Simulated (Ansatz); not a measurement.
in.yaml

```yaml
crystal:
  periodic: [false, false, false]
  atoms:
    - {symbol: Al, position_ang: [0.000000, 0.000000, -0.119600]}
    - {symbol: P, position_ang: [0.000000, 0.000000, -2.263800]}
    - {symbol: H, position_ang: [0.000000, 0.000000, 2.383400]}
basis:
  gaussian: {orbitals: 6-31G}
magnetization: {spin_polarized: false, initial_magnetization: 1}
correlation: {method: mp2, electrons: outside_noble_gas}
```

```sh
$ ansatz run in.yaml --threads 1 --pin off --events-out ev --progress --plain --max-ram 2393MiB
```

(1) Roughly how long does this take on 1 thread of Arm Neoverse V2, shared host, and how much host memory?

```
310 factors; integrals over basis functions are off by at most 1.1e-4 eV
mean field evaluation 1: about -15864.1239 eV, gradient 1.0e1 eV
mean field evaluation 2: about -15864.1263 eV, gradient 1.0e1 eV
mean field evaluation 4: about -15864.8262 eV, gradient 1.9e0 eV
mean field evaluation 8: about -15864.8622 eV, gradient 3.5e-3 eV
mean field evaluation 16: about -15863.0504 eV, gradient 4.3e0 eV
mean field evaluation 32: about -15863.1690 eV, gradient 1.4e-5 eV
mean field evaluation 64: about -15863.3926 eV, gradient 8.3e-1 eV
mean field evaluation 96: about -15864.8660 eV, gradient 2.5e-3 eV
mean field evaluation 128: about -15864.8511 eV, gradient 5.0e-1 eV
mean field -15864.86223322 eV, -583.0229334808 hartree, gradient 2.9e-6 eV, S^2 0.750000; 12 other end points of the search recorded, 0 dependent functions left out
unrestricted determinant -15865.45855334 eV, -583.0448478411 hartree, S^2 1.5091
10 core orbitals not correlated: weight in the atoms' cores, before any rotation towards them, 1.000 or more for the frozen orbitals, at most 0.000 for the correlated occupied ones
reference -15864.86223322 eV, -583.0229334808 hartree; 5, 4 occupied and 13, 14 virtual orbitals, 310 factors
second order -2.44686471 eV of doubles, -0.00952499 eV of singles
Total energy: -15867.31862292 eV, -583.1132041376 hartree
```

Answers

(1) 0.54 s wall and 0.14 GiB.
